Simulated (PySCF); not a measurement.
# NH: energy against distance

Set-up: PySCF, no relativity, basis sets H pcseg-2, N pcseg-2. Energies in eV from H + N in their ground configurations at the same level. State: ³Σ⁻ (triplet), unpaired electrons π ↑↑.

```
R (Å)  UHF-CCSD     M06     PBE
0.893            -3.041  -3.208
0.935    -3.181  -3.323  -3.521
0.977    -3.346  -3.482  -3.709
1.008    -3.405  -3.538  -3.785
1.039    -3.420  -3.554  -3.818
1.070    -3.399  -3.537  -3.814
1.112    -3.327  -3.473  -3.763
1.164    -3.183  -3.338  -3.644
1.226    -2.958  -3.117  -3.444
1.309            -2.759  -3.120
```

Q: Put a parabola through the three lowest points of the UHF-CCSD curve and estimate Re, k and ωe (reduced mass 0.9402 u; 1 eV/Å² = 0.16022 mdyn/Å; ωe = 1302.8·√(k/μ) cm⁻¹).

A: Through R = 1.008, 1.039, 1.07 Å the second-order coefficient is 18.7 eV/Å², so Re ≈ 1.036 Å, k ≈ 6.00 mdyn/Å and ωe ≈ 3292 cm⁻¹. A polynomial fit of higher order to the unrounded UHF-CCSD energies gives Re = 1.035 Å, k = 6.07 mdyn/Å, ωe = 3309 cm⁻¹; anharmonicity and rounding make the difference.

The higher-order fit for each curve: UHF-CCSD: Re = 1.035 Å, ωe = 3309 cm⁻¹, De = 3.42 eV; M06: Re = 1.037 Å, ωe = 3142 cm⁻¹, De = 3.55 eV; PBE: Re = 1.051 Å, ωe = 3168 cm⁻¹, De = 3.82 eV.

Correlated steps freeze 1 core orbital. The state was picked by a PBE0 search and need not be the measured ground state.
